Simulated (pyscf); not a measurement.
PySCF, gas phase, ωB97X-D3(BJ)/def2-SVP geometries.

Question: PBE/def2-TZVP puts the barrier of HAs=AsH + silane (SiH₄) → H₃Si–AsH–AsH₂ (addition across a multiple bond or ene-type step; singlet surface; H–Si broken, As–Si, As–H formed) at 22.0 kcal/mol and the reaction energy at -23.2 kcal/mol, from the separated reactants. What do r²SCAN/def2-TZVP, PBE0-D3(BJ)/def2-TZVP, ωB97M-D3(BJ)/def2-TZVP give on the same structures?

Answer: r²SCAN: ΔE‡ = 23.6 kcal/mol, ΔE = -25.6 kcal/mol; PBE0-D3(BJ): ΔE‡ = 21.6 kcal/mol, ΔE = -28.7 kcal/mol; ωB97M-D3(BJ): ΔE‡ = 28.1 kcal/mol, ΔE = -25.7 kcal/mol. PBE's barrier lies among them. Its reaction energy lies over all of them, by 2.4 to 5.6 kcal/mol. This is the saddle that the search found; another between the same sides may lie lower. Elements up to Kr have no core potential and no relativistic terms here.
